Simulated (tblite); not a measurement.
# F5H9N: the cost of one run

Computed with tblite 0.8.0 and PySCF 2.14.0; each step states its level. No surroundings beyond the atoms listed, unless a continuum is named. Atoms count from 0, parts from 1.

## Step 1: The system as given

15 atoms, charge 1, multiplicity 1; geometry: rigid parts in contact. Parts: 1 = atoms 0–4, `[NH4+]`, charge 1; 2 = atoms 5–6, `F`, charge 0; 3 = atoms 7–8, `F`, charge 0; 4 = atoms 9–10, `F`, charge 0; 5 = atoms 11–12, `F`, charge 0; 6 = atoms 13–14, `F`, charge 0.

## Step 2: Search for minima with GFN2-xTB

The job: settings as JSON, then the geometry in Å.

```
{"job": {"kind": "dock", "xc": "GFN2-xTB", "basis": "xTB"}, "charge": 1, "multiplicity": 1, "parts": [{"atoms": "0-4", "charge": 1, "multiplicity": 1}, {"atoms": "5-6", "charge": 0, "multiplicity": 1}, {"atoms": "7-8", "charge": 0, "multiplicity": 1}, {"atoms": "9-10", "charge": 0, "multiplicity": 1}, {"atoms": "11-12", "charge": 0, "multiplicity": 1}, {"atoms": "13-14", "charge": 0, "multiplicity": 1}]}
N     -0.051683    -0.002179    -0.130416
H     -0.584026    -0.867735    -0.203377
H     -0.344509     0.632208    -0.890915
H     -0.193505     0.438858     0.795068
H      0.945313    -0.187265    -0.273336
F     -0.468083     1.265868     2.292573
H     -0.565467     1.740212     3.105717
F     -0.766835     2.478874     4.636899
H     -0.853978     2.837767     5.496365
F     -0.705906     1.195979    -2.603199
H     -1.209360     0.687921    -3.210396
F      1.976783     0.909652    -1.709479
H      2.196357     1.454704    -2.436001
F     -2.689568    -0.554624    -2.441199
H     -3.592084    -0.798314    -2.496922
```

Level: GFN2-xTB search for minima from random contacts, gas phase.

The run is started by

```sh
> OMP_NUM_THREADS=1 python cluster_run.py task.json out
```

The driver reads the jobs from task.json and runs them one after another.

**Question.** How long does this first job take on 1 thread of Arm Neoverse N1, shared host?

About 32 s.
